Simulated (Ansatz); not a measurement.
# MgSiH3 radical (SMILES [MgH][SiH2]): functionals against CCSD(T) at one geometry

One table from this session's results is given with a row withheld; the runs are named, their logs left out.

The runs use Ansatz 0.2.0, Gaussian basis; single points in def2-TZVPP.

Correlated methods freeze the cores. The outer core shell of Li, Na, Mg and K is correlated. Orbitals are unrestricted. B3LYP uses VWN-RPA correlation.

### Where the work starts

SMILES `[MgH][SiH2]`, 5 atoms, charge 0, spin multiplicity 2.

Atoms are counted from 1 here; the program's logs count them from 0.

Bond lengths: Mg1–Si2 2.497 Å, Mg1–H3 1.682 Å, Si2–H4 1.390 Å, Si2–H5 1.474 Å. Angles: Si2–Mg1–H3 149.0°, Mg1–Si2–H4 117.9°, Mg1–Si2–H5 99.9°, H4–Si2–H5 93.6°.

As a file:

```csv
atom,x (Å),y (Å),z (Å)
Mg1,0.2563,-0.9803,1.0693
Si2,-0.6897,0.9677,-0.1746
H3,1.2953,-2.3025,1.1040
H4,-1.1594,0.7508,-1.4643
H5,0.5570,1.6044,-0.6350
```

The first run:

run/in.yaml reads:

```yaml
crystal:
  periodic: [false, false, false]
  atoms:
    - {symbol: Mg, position_ang: [0.256300, -0.980300, 1.069300]}
    - {symbol: Si, position_ang: [-0.689700, 0.967700, -0.174600]}
    - {symbol: H, position_ang: [1.295300, -2.302500, 1.104000]}
    - {symbol: H, position_ang: [-1.159400, 0.750800, -1.464300]}
    - {symbol: H, position_ang: [0.557000, 1.604400, -0.635000]}
basis:
  gaussian: {orbitals: def2-TZVPP}
magnetization: {spin_polarized: true, initial_magnetization: 1}
correlation: {method: ccsd_t}
scf: {omitted_lower_state_checks: [cluster_reference]}
output: {forces: true}
```

No record of the launch command was kept for these runs.

Among the steps run: CCSD(T)/def2-TZVPP; PBE0-D4/def2-TZVPP; wB97M-V/def2-TZVPP; r2SCAN-D4/def2-TZVPP; PBE-D4/def2-TZVPP; B3LYP-D4/def2-TZVPP; SPW92/def2-TZVPP.

One of the session's tables, all rows but one given; the rest of the session is left out.

```
   method  RMS force component (eV/Å)  angle to CCSD(T) forces (°)  dipole (D)
  CCSD(T)                       0.810                    reference        2.44
  PBE0-D4                       0.837                          3.5        2.29
  wB97M-V                       0.777                          2.3        2.46
r2SCAN-D4                       0.825                          3.8        2.30
   PBE-D4                           ?                            ?           ?
 B3LYP-D4                       0.801                          1.6        2.33
    SPW92                       0.900                          9.4        2.12
```

Estimate the missing values for PBE-D4.

The run gave: RMS force component (eV/Å): 0.893; angle to CCSD(T) forces (°): 7.4; dipole (D): 2.18. In the column «RMS force component (eV/Å)» it lies between PBE0-D4 (0.837) and SPW92 (0.900).
